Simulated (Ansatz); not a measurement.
# W (bcc type): how the settings move a single-point run

How sensitive is a single-point run of W (bcc type) to its settings? A reference run comes first, then one run with altered input.

Program: Ansatz 0.2.0. Level of theory: reference: DFT, PBE, all-electron PAW with datasets made for the crystal, scalar-relativistic. These are calculated values, not measurements.

## 1. The structure to begin with

The structure is orthorhombic, space group Fmmm (No. 69). The conventional cell has a = 3.185 Å, b = 4.470 Å, c = 4.537 Å, α = 90.00°, β = 90.00°, γ = 90.00°. W (site symmetry mmm) is surrounded by 8 W at 2.74 to 2.77 Å.

As a file:

```cif
data_structure
_symmetry_space_group_name_H-M 'Fmmm'
_symmetry_Int_Tables_number 69
_cell_length_a 3.1845
_cell_length_b 4.4698
_cell_length_c 4.5374
_cell_angle_alpha 90.000
_cell_angle_beta 90.000
_cell_angle_gamma 90.000
_cell_volume 64.59
loop_
_atom_site_label
_atom_site_type_symbol
_atom_site_symmetry_multiplicity
_atom_site_Wyckoff_symbol
_atom_site_fract_x
_atom_site_fract_y
_atom_site_fract_z
_atom_site_occupancy
W1 W 4 a 0.00000 0.00000 0.00000 1
```

## 2. Reference

The input, input.yaml:

```yaml
crystal:
  lattice:
    - [-1.5803292184, 1.5803292184, 1.5922712528]
    - [1.5803292184, -1.5803292184, 1.5922712528]
    - [1.6042132872, 1.6042132872, -1.5922712528]
  atoms:
    - { symbol: W, position: [0.0, 0.0, 0.0] }
kpoints:
  mp_grid: { grid: [14, 14, 14] }
scf:
  occupations: { method: fermi_dirac, width: 0.08 }
hamiltonian:
  xc: pbe
  pseudopotentials: { kind: all_electron, datasets: crystal }
output:
  forces: true
  stress: true
  eigenvalues: true
  efg: { contact_densities: true }
```

Launch:

```sh
$ ansatz run input.yaml --threads 1 --pin off --max-ram 2048MiB --backend cpu --events-out ev --progress --plain --runs-dir out
```

## 3. Changing settings: mp_grid.grid [7, 7, 7]

input.yaml: that of step 2 with these lines changed.

```diff
@@ -8,3 +8,3 @@
 kpoints:
-  mp_grid: { grid: [14, 14, 14] }
+  mp_grid: { grid: [7, 7, 7] }
 scf:
```

Before running it: what results should come out? Wanted: for each run, ending; energy change; pressure; gap; force.

**Answer**, as computed:

| run | ending | energy change | pressure (GPa) | gap (eV) | force (eV/Å) | cycles | time |
| --- | --- | --- | --- | --- | --- | --- | --- |
| reference | converged | 0 | 0.1 | 0.00 | 0.00 | 7 | 15 s |
| 1: mp_grid.grid [7, 7, 7] | converged | +55.6 meV/atom | 0.8 | 0.00 | 0.00 | 7 | 6.2 s |

Residual by cycle in the longest SCF loop of each run; runs are numbered as in the table. The quantity is the density residual dr2, in eV.

| cycle | reference | run 1 |
| --- | --- | --- |
| 1 | 2.28 | 2.25 |
| 2 | 0.161 | 0.161 |
| 3 | 0.00135 | 0.00125 |
| 4 | 2.2e-5 | 2.2e-5 |
| 5 | 2.3e-6 | 2.9e-6 |
| 6 | 1.2e-7 | 1.1e-7 |
| 7 | 3.8e-9 | 3.1e-9 |

**Reading.** Changing the k-point mesh moves the energy by +55.6 meV/atom, and the pressure goes from 0.1 to 0.8 GPa. Sampling errors of the energy have no fixed sign. Cost: 6.2 s against 15 s.
